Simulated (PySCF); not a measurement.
TT, C₆H₄S₂.
SMILES with atom numbers: `[cH:1]1[cH:2][c:3]2[s:4][cH:5][cH:6][c:7]2[s:8]1`

Geometry (GFN2-xTB, Å), atoms numbered from 1 in this order:
```
atom  x, y, z in Å
C1    -2.2306    0.0714    0.3924
C2    -1.5057   -0.9980   -0.0219
C3    -0.1428   -0.6616   -0.1596
S4     1.2888   -1.5064   -0.6308
C5     2.2310   -0.0712   -0.3966
C6     1.5055    0.9978    0.0175
C7     0.1425    0.6612    0.1540
S8    -1.2883    1.5068    0.6257
H9    -3.2845    0.1175    0.5828
H10   -1.9154   -1.9713   -0.2184
H11    3.2851   -0.1176   -0.5858
H12    1.9157    1.9707    0.2146
```

NICS is the negative of the GIAO shielding at a point without a nucleus: at the ring centre (0) and 1 Å above and below it (1); zz is the component along the ring normal. Level: GIAO PBE0/pcSseg-1 (PySCF, non-relativistic, gas phase) on the GFN2-xTB geometry, one conformer.

Ring bond lengths (Å), with Mayer bond orders in brackets: C1–C2 1.357 (1.60), C2–C3 1.411 (1.22), C3–C7 1.389 (1.40), C7–S8 1.728 (1.09), S8–C1 1.733 (1.14); C3–S4 1.728 (1.09), S4–C5 1.733 (1.14), C5–C6 1.357 (1.60), C6–C7 1.411 (1.22), C7–C3 1.389 (1.40).

Problem. Give the NICS values of each ring in ppm.

Solution. 
```csv
ring,type,NICS(0),"NICS(1), two faces","NICS(1)zz, two faces",rms pucker (Å),"centre to ring atoms, mean (Å)"
C1–C2–C3–C7–S8,5-membered ring with S; formal bonds all aromatic,-11.4,-10.3 / -10.3,-23.2 / -23.2,0.00,1.29
C3–S4–C5–C6–C7,5-membered ring with S; formal bonds all aromatic,-11.4,-10.3 / -10.3,-23.2 / -23.2,0.00,1.29
```

Problem. What can be read from them?

Solution. 
- C1–C2–C3–C7–S8: mean NICS(1)zz -23.2 ppm, shielded. The ring is flat and has no four-coordinate atom; by the NICS criterion it is aromatic, though in fused rings the probe also feels the neighbouring ring.
- C3–S4–C5–C6–C7: mean NICS(1)zz -23.2 ppm, shielded. The ring is flat and has no four-coordinate atom; by the NICS criterion it is aromatic, though in fused rings the probe also feels the neighbouring ring.

Problem. What does the geometric index give? HOMA = 1 − mean of α(R − Ropt)² over the ring bonds, with Krygowski's 1993 parameters (CC: Ropt 1.388 Å, α 257.7 Å⁻²; CS: Ropt 1.677 Å, α 94.09 Å⁻²).

Solution. 
- C1–C2–C3–C7–S8: HOMA 0.82; the largest term is that of S8–C1, α(R − Ropt)² = 0.29. The geometric and the magnetic index point the same way.
- C3–S4–C5–C6–C7: HOMA 0.82; the largest term is that of S4–C5, α(R − Ropt)² = 0.29. The geometric and the magnetic index point the same way.

On Arm Neoverse V1, one thread, shared host, this took 19 s of wall time. This is the whole shielding run at PBE0/pcSseg-1, SCF included.
